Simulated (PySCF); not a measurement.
# C4H9N: the cost of one run

Programs: PySCF 2.14.0, with density-fitted response routines of our own. Each step states its level of theory. These are calculated values for one molecule in the gas phase, unless marked as measured. Atoms count from 0, in the outputs and in this text.

## Step 1: The molecule as given

14 atoms, charge 0, multiplicity 1; geometry from: MMFF94s.

Bonds of the start (Å): C0–N1 1.46, N1–C2 1.46, C2–C3 1.50, C3–C4 1.50, C4–C2 1.50, C0–H5 1.09, C0–H6 1.09, C0–H7 1.09, N1–H8 1.02, C2–H9 1.09, C3–H10 1.08, C3–H11 1.08, C4–H12 1.08, C4–H13 1.08.

## Step 2: Optimising the geometry at PBE0-D3(BJ)/def2-SVP

What the job is given:

```
{"job": {"xc": "PBE0", "basis": "def2-SVP", "d3": "d3bj", "grid": 1, "kind": "geom"}, "charge": 0, "multiplicity": 1}
C      1.893459     0.594830     0.050433
N      0.922992    -0.459315     0.313794
C     -0.332362    -0.251154    -0.411195
C     -1.417689     0.574483     0.218671
C     -1.576667    -0.914038     0.108696
H      1.504850     1.573224     0.350897
H      2.164425     0.630542    -1.009736
H      2.803879     0.407991     0.628025
H      1.331650    -1.360217     0.065294
H     -0.239038    -0.196535    -1.494414
H     -2.017723     1.200886    -0.430026
H     -1.240353     0.992693     1.202752
H     -1.510460    -1.496036     1.020638
H     -2.286962    -1.297352    -0.613829
```

Launch:

```console
> OMP_NUM_THREADS=1 python probes_run.py task.json out
```

The driver reads the jobs from task.json and runs them one after another.

**Question.** How long does this first job take on 1 thread of Arm Neoverse V1, shared host, and how much memory does it need?

About 30 s, with a peak of 0.46 GiB.
